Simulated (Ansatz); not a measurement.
Equilibrium of BH3(SH2) ⇌ BH3 + H2S at process temperatures

Species: BH3(SH2), singlet; BH3 (borane) `B`, singlet; H2S `S`, singlet. 

The electronic reaction energy at CCSD(T)/CBS estimate is +60.9 kJ/mol. Shapes: PBE0-D4/def2-TZVP. Programs: Ansatz 0.2.0. Enthalpy and entropy come from rigid-rotor, harmonic-oscillator sums on unscaled PBE0-D4/def2-TZVP wavenumbers, ideal gases at 1 bar. Symmetry numbers: BH3(SH2) 1, BH3 6, H2S 2. R = 8.3145 J/(mol K).

| T (K) | ΔH (kJ/mol) | ΔS (J/(mol K)) |
| --- | --- | --- |
| 800 | +46.1 | +125.3 |
| 1100 | +41.9 | +120.9 |
| 1400 | ? | ? |

**Question.** Work out ln K at 800 and 1100 K, and from these estimate it at 1400 K.

**Answer.** 
1. 800 K: ΔG = +46.1 − 800 × (+125.3)/1000 = -54.1 kJ/mol; ln K = −ΔG/RT = +8.13.
2. 1100 K: ΔG = +41.9 − 1100 × (+120.9)/1000 = -91.1 kJ/mol; ln K = −ΔG/RT = +9.96.
3. Slope against 1000/T: (+9.96 − (+8.13))/(0.9091 − 1.2500) = -5.37, that is −ΔH/R with ΔH near +45 kJ/mol.
4. 1400 K: ln K = +8.13 + (-5.37) × (0.7143 − 1.2500) = +11.01.

The full sums give ΔH = +37.2 kJ/mol, ΔS = +117.1 J/(mol K), ΔG = -126.7 kJ/mol and ln K = +10.88 at 1400 K, so the line is off by +0.13 in ln K; without rounding the miss is +0.11, from the change of ΔH with temperature. The products are favoured over this whole range. The number of molecules rises, which sets the sign of ΔS, and lower pressure favours the products. An error of 10 kJ/mol in the energy moves ln K by 0.9 at 1400 K. Soft modes are treated as harmonic, which can err either way at these temperatures; the lowest are those of BH3(SH2) (248 cm⁻¹). BH3 would pair up to its dimer, which this equilibrium leaves out. The CBS estimate extrapolates MP2 from def2-TZVPP and def2-QZVPP and adds CCSD(T) − MP2 in the triple-zeta set, cores frozen.
